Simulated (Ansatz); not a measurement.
Born–Oppenheimer molecular dynamics of N2 (2 atoms, charge 0, multiplicity 1). It starts from a relaxed structure.

Theory: RKS B3LYP/def2-SVP in Ansatz.

```json
{"ensemble": "NVT, Langevin thermostat", "time step": "2 fs", "steps asked": "300", "set temperature": "1000 K", "friction": "0.001 /fs", "seed": "218052"}
```

Frames 20 fs apart, positions in Å, forces in eV/Å.

Velocities at 40.0 fs (Å/ps):

```
N 11.35 0.83 0.69
N -5.52 0.78 1.24
```

```xyz
2
Properties=species:S:1:pos:R:3:forces:R:3 time_fs=40.0 energy_less_start_eV=0.063 T=456
N 0.569 -0.098 0.179 -3.91 0.68 -1.33
N -0.486 0.084 -0.179 3.91 -0.68 1.33
2
Properties=species:S:1:pos:R:3:forces:R:3 time_fs=60.0 energy_less_start_eV=0.083 T=436
N 0.599 -0.040 0.137 5.39 -0.49 1.12
N -0.444 0.055 -0.079 -5.39 0.49 -1.12
2
Properties=species:S:1:pos:R:3:forces:R:3 time_fs=80.0 energy_less_start_eV=0.127 T=225
N 0.671 0.017 0.095 -5.77 0.15 -0.22
N -0.470 0.048 0.051 5.77 -0.15 0.22
2
Properties=species:S:1:pos:R:3:forces:R:3 time_fs=100.0 energy_less_start_eV=0.131 T=100
N 0.653 0.045 0.052 7.04 0.03 -0.75
N -0.402 0.040 0.165 -7.04 -0.03 0.75
2
Properties=species:S:1:pos:R:3:forces:R:3 time_fs=120.0 energy_less_start_eV=0.123 T=149
N 0.752 0.058 0.041 -5.61 0.12 0.95
N -0.373 0.083 0.231 5.61 -0.12 -0.95
2
Properties=species:S:1:pos:R:3:forces:R:3 time_fs=140.0 energy_less_start_eV=0.092 T=174
N 0.798 0.102 0.066 5.74 -0.15 -1.09
N -0.251 0.129 0.264 -5.74 0.15 1.09
2
Properties=species:S:1:pos:R:3:forces:R:3 time_fs=160.0 energy_less_start_eV=0.054 T=279
N 0.908 0.131 0.074 -3.80 0.06 0.82
N -0.194 0.149 0.312 3.80 -0.06 -0.82
2
Properties=species:S:1:pos:R:3:forces:R:3 time_fs=180.0 energy_less_start_eV=0.027 T=435
N 0.969 0.162 0.091 2.99 -0.06 -0.65
N -0.089 0.181 0.319 -2.99 0.06 0.65
2
Properties=species:S:1:pos:R:3:forces:R:3 time_fs=200.0 energy_less_start_eV=0.014 T=403
N 1.078 0.164 0.078 -1.99 0.09 0.38
N -0.015 0.215 0.286 1.99 -0.09 -0.38
2
Properties=species:S:1:pos:R:3:forces:R:3 time_fs=220.0 energy_less_start_eV=0.004 T=515
N 1.172 0.164 0.011 -1.07 0.08 0.26
N 0.099 0.244 0.272 1.07 -0.08 -0.26
2
Properties=species:S:1:pos:R:3:forces:R:3 time_fs=240.0 energy_less_start_eV=0.011 T=489
N 1.277 0.160 -0.035 1.87 -0.23 -0.50
N 0.233 0.287 0.246 -1.87 0.23 0.50
2
Properties=species:S:1:pos:R:3:forces:R:3 time_fs=260.0 energy_less_start_eV=0.036 T=377
N 1.402 0.167 -0.056 -3.07 0.51 0.83
N 0.333 0.346 0.233 3.07 -0.51 -0.83
```

Of the whole run (600 fs, mean temperature of the second half 583 K): The mean temperature of the second half is 42 % below the set value. A run of 0.6 ps of so small a system gives no equilibrium averages.

Run time: 37 s on 1 thread of Intel(R) Xeon(R) 6975P-C (Granite Rapids), on a shared host, peak memory 0.091 GiB.
